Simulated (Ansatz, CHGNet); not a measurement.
For tetradymite Bi₂Se₃, the machine-learned potential CHGNet-r²SCAN (trained on r²SCAN data) gives:

lattice parameter a: 4.285 Å
c axis length: 27.990 Å
formation enthalpy: -0.452 eV/atom

Task: What does r²SCAN-D4 in Ansatz (plane waves, PAW) give for the same quantities?

Result: 
- lattice constant a: 4.149 Å (shrinks by 3.2 %)
- lattice parameter c: 29.497 Å (grows by 5.4 %)
- formation enthalpy: -0.440 eV/atom (moves by +0.012 eV/atom)

For comparison: lattice constant a 4.143 Å (measured, temperature not stated, not corrected to a static lattice; as tabulated in Luo et al. (2012), arXiv:1308.1523); lattice parameter c 28.636 Å (measured, temperature not stated, not corrected to a static lattice; as tabulated in Luo et al. (2012), arXiv:1308.1523); formation enthalpy -0.291 ± 0.007 eV/atom (measured, 298 K, copied from a table, unchecked, no zero-point or thermal correction; as tabulated in Wang et al. (2021), doi:10.1038/s41598-021-94550-5).

Changes are worked out from the printed values.

Unless a cell is named, each level is at its own relaxed cell (CHGNet-r²SCAN 29.68, r²SCAN-D4 29.31 Å³/atom).

Levels without +SOC leave out spin–orbit coupling, which shifts energies and cells of such heavy elements.

Caveats: the cell has another shape than the first-principles one, perhaps another minimum in the same group (CHGNet-r²SCAN). Ansatz's density-functional and Hartree–Fock values are scalar-relativistic unless marked +SOC, with PAW data made under PBE.

Ansatz is a first-principles code.
